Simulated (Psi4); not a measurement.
**SiH2 (SMILES [SiH2]) at B2PLYP/aug-cc-pVTZ (density fitting for correlation)**

Aim: the vertical electron affinity of SiH2 at B2PLYP/aug-cc-pVTZ (density fitting for correlation), from 2 runs. 

The results are computed with Psi4 1.11.

2 further runs of the same task are left out: 2 set aside as unsound or not needed.

## Step 1: The system as given

The species is SiH2 (3 atoms), meant as a singlet with charge 0. SMILES: `[SiH2]`. The shape is that of a PBE0-D4/def2-TZVP optimisation.

Bond lengths: Si1–H2 1.525 Å, Si1–H3 1.525 Å. Angles: H2–Si1–H3 91.2°.

## Step 2: A single-point energy at B2PLYP/aug-cc-pVTZ (density fitting for correlation)

job.inp

```
memory 2200 mb

molecule geom {
  Si    -0.491200     0.468600    -0.213600
  H      0.840300     0.578600     0.522500
  H     -0.349100    -1.047200    -0.308900
  units angstrom
  symmetry c1
  no_reorient
  no_com
}

set basis aug-cc-pVTZ
set puream true
set e_convergence 1e-09
set d_convergence 1e-08
set scf_type pk
set dft_radial_points 99
set dft_spherical_points 590
set num_frozen_docc 5

e, wfn = energy("b2plyp", return_wfn=True)
print_variables()
```

Run with:

```
$ psi4 -i job.inp -o job.out -n 1
```

job.out:

```text
[...]
  Running in c1 symmetry.
[...]
  Nuclear repulsion =    9.956246036569164
[...]
  Multiplicity = 1
[...]
  Nalpha       = 8
  Nbeta        = 8
[...]
    Number of basis functions: 96
[...]
   @RKS iter   1:  -290.44537354232261   -4.64413e-01   1.93058e-03 DIIS/ADIIS
[...]
   @RKS iter   8:  -290.45853307331328   -1.93836e-11   4.67704e-09 DIIS
[...]
    Orbital Energies [Eh]
    ---------------------
    Doubly Occupied:
       1A    -67.267092     2A     -5.651877     3A     -3.907991
       4A     -3.902352     5A     -3.900425     6A     -0.578674
       7A     -0.381971     8A     -0.285264
[...]
  @RKS Final Energy:  -290.45853307331328
   => Energetics <=
    Nuclear Repulsion Energy =              9.9562460365691638
    One-Electron Energy =                -421.7194850686342420
    Two-Electron Energy =                 131.5973033166446839
    DFT Exchange-Correlation Energy =     -10.2925973578928538
    Empirical Dispersion Energy =           0.0000000000000000
    VV10 Nonlocal Energy =                  0.0000000000000000
    Total Energy =                       -290.4585330733132764
[...]
 Multipole Moments:
 ------------------------------------------------------------------------------------
     Multipole            Electronic (a.u.)      Nuclear  (a.u.)        Total (a.u.)
 ------------------------------------------------------------------------------------
 L = 1.  Multiply by 2.5417464519 to convert [e a0] to [Debye]
 Dipole X            :         12.1036499          -12.0670351            0.0366148
 Dipole Y            :        -11.5467357           11.5118336           -0.0349021
 Dipole Z            :          5.2633168           -5.2473915            0.0159253
 Magnitude           :                                                    0.0530322
[...]
```

Run time: 7.2 s. Hardware: 1 thread of Intel Xeon 6975P-C (Granite Rapids), shared host; peak memory 1 GiB.

## Step 3: The doublet anion

job.inp

```
memory 2200 mb

molecule {
  -1 2
  Si    -0.491200     0.468600    -0.213600
  H      0.840300     0.578600     0.522500
  H     -0.349100    -1.047200    -0.308900
  units angstrom
  symmetry c1
  no_reorient
  no_com
}

set {
  basis aug-cc-pVTZ
  reference uks
  puream true
  e_convergence 1e-09
  d_convergence 1e-08
  scf_type pk
  dft_radial_points 99
  dft_spherical_points 590
  num_frozen_docc 5
  maxiter 100
}

result, w = energy('b2plyp', return_wfn=True)
print_variables()
```

Run with:

```
$ psi4 -n 1 job.inp job.out
```

job.out:

```text
[...]
  Running in c1 symmetry.
[...]
  Nuclear repulsion =    9.956246036569164
[...]
  Multiplicity = 2
[...]
  Nalpha       = 9
  Nbeta        = 8
[...]
    Number of basis functions: 96
[...]
   @UKS iter   1:  -290.40824974296152   -4.27289e-01   3.37334e-03 DIIS/ADIIS
[...]
   @UKS iter  11:  -290.49100606054981   -1.14255e-11   6.11997e-09 DIIS
[...]
   @S^2 Observed:                7.600767224E-01
[...]
    Orbital Energies [Eh]
    ---------------------
    Alpha Occupied:
       1A    -67.000362     2A     -5.387013     3A     -3.645196
       4A     -3.639051     5A     -3.637270     6A     -0.353025
       7A     -0.155003     8A     -0.060518     9A      0.004171
    Alpha Virtual:
      10A      0.129437    11A      0.158568    12A      0.164219
      13A      0.164434    14A      0.180596    15A      0.247830
      16A      0.262245    17A      0.265360    18A      0.267619
      19A      0.268490    20A      0.278038    21A      0.366180
      22A      0.378455    23A      0.391641    24A      0.396522
      25A      0.435813    26A      0.438543    27A      0.448924
[...]
  @UKS Final Energy:  -290.49100606054981
   => Energetics <=
    Nuclear Repulsion Energy =              9.9562460365691638
    One-Electron Energy =                -425.7883300135298441
    Two-Electron Energy =                 135.7209336421908574
    DFT Exchange-Correlation Energy =     -10.3798557257799935
    Empirical Dispersion Energy =           0.0000000000000000
    VV10 Nonlocal Energy =                  0.0000000000000000
    Total Energy =                       -290.4910060605498074
[...]
 Multipole Moments:
 ------------------------------------------------------------------------------------
     Multipole            Electronic (a.u.)      Nuclear  (a.u.)        Total (a.u.)
 ------------------------------------------------------------------------------------
 L = 1.  Multiply by 2.5417464519 to convert [e a0] to [Debye]
 Dipole X            :         12.9428196          -12.0670351            0.8757844
 Dipole Y            :        -12.3472864           11.5118336           -0.8354528
 Dipole Z            :          5.6282336           -5.2473915            0.3808421
 Magnitude           :                                                    1.2688658
[...]
```

It took 11 s on 1 thread of Intel Xeon 6975P-C (Granite Rapids), shared host; peak memory 1 GiB.

## Step 4: Results

At B2PLYP/aug-cc-pVTZ (density fitting for correlation), 5 core orbitals frozen:

```
                                                               quantity          value
                                             singlet SiH2: total energy  -290.49623 Eh
                        singlet SiH2: HOMO energy (SCF part's orbitals)       -7.76 eV
                        singlet SiH2: LUMO energy (SCF part's orbitals)       -1.90 eV
                      singlet SiH2: HOMO–LUMO gap (SCF part's orbitals)        5.86 eV
                                            doublet anion: total energy  -290.53449 Eh
doublet anion: HOMO energy (SCF part's orbitals) (highest over α and β)        0.11 eV
 doublet anion: LUMO energy (SCF part's orbitals) (lowest over α and β)        3.52 eV
                                                    doublet anion: ⟨S²⟩          0.760
                      vertical electron affinity (to the doublet anion)       1.041 eV
```

At fixed nuclei the extra electron is bound by 1.04 eV (24 kcal/mol). The HOMO (doublet anion) lies at positive energy, 0.11 eV; only total energies tell whether the electron is bound.
